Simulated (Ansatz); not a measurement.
Born–Oppenheimer molecular dynamics of AlClH3 (5 atoms, charge 0, multiplicity 2). It starts at the highest image of a converged band. Of that band: A vibrational analysis at the climbing image gives 2 clearly imaginary modes (468i, 354i cm⁻¹): a point of higher order, so a lower path passes nearby.

Method: UKS r2SCANh-D4/def2-SVP (Ansatz).

```
ensemble                      : NVE (velocity Verlet)
time step                     : 0.5 fs
steps asked                   : 200
starting velocities drawn for : 300 K
seed                          : 3674
```

First frame:

```xyz
5
Properties=species:S:1:pos:R:3
Al 0.000 -0.002 0.017
Cl 0.000 -0.003 2.581
H 1.384 0.001 -0.777
H -1.385 0.001 -0.778
H 0.001 0.002 4.027
```

Task: How far do the bonds stretch over the last three quarters of this one trajectory? (Pairs bonded in most of those frames.)

Result: 
```json
{"bond": "Al1–Cl2", "mean (Å)": "2.198", "spread (Å)": "0.189", "shortest": "1.88", "longest": "2.45"}
{"bond": "Al1–H3", "mean (Å)": "1.582", "spread (Å)": "0.021", "shortest": "1.55", "longest": "1.61"}
{"bond": "Al1–H4", "mean (Å)": "1.579", "spread (Å)": "0.048", "shortest": "1.51", "longest": "1.65"}
```

Mean temperature of the second half: 1786 K. The conserved energy stayed within 0.13 meV per atom of its start (net change -0.02 meV per atom), so the integration is sound. The kinetic energy rose, since the run started high on the potential surface and went downhill. It ends in pieces (AlClH2 + H), so much of that is their flight and rotation, not heat. A run of 0.1 ps of so small a system gives no equilibrium averages.

Time of the run: 6.5 min on 1 thread of Intel(R) Xeon(R) Platinum 8488C (Sapphire Rapids), with other jobs on the host, peak memory 0.17 GiB.
